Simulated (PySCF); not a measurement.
Gas-phase reaction: 2 BH2Cl + 2 H ⇌ B2H6 + 2 Cl

Computed with PySCF and rigid-rotor harmonic-oscillator thermochemistry at 1 bar. † marks an energy on the PBE0/def2-TZVP geometry and frequencies. MP2 freezes the core. Open shells (unrestricted): H (multiplicity 2), Cl (multiplicity 2); the rest are closed-shell singlets. Spin-orbit splitting is ignored; it lowers the true energy and changes the entropy of Cl. BH2Cl: computed as isolated molecules; such fragments, hydroxides, amides, oligomers or adducts are transient or little studied in the gas. MP2 isn't extrapolated to the basis-set limit.

| level | ΔH°(298 K), kJ |
|---|---|
| BLYP/def2-TZVP† | … |
| MP2/def2-SVP† | 46 |
| PBE/def2-TZVP† | 25 |
| PBE0/def2-QZVP† | 9 |
| r2SCAN/def2-TZVP† | … |
| ωB97X-V/def2-TZVP† | … |

Q: What belongs in the gaps?

A: 
- BLYP/def2-TZVP†, ΔH°(298 K), kJ: 7
- r2SCAN/def2-TZVP†, ΔH°(298 K), kJ: 10
- ωB97X-V/def2-TZVP†, ΔH°(298 K), kJ: 12
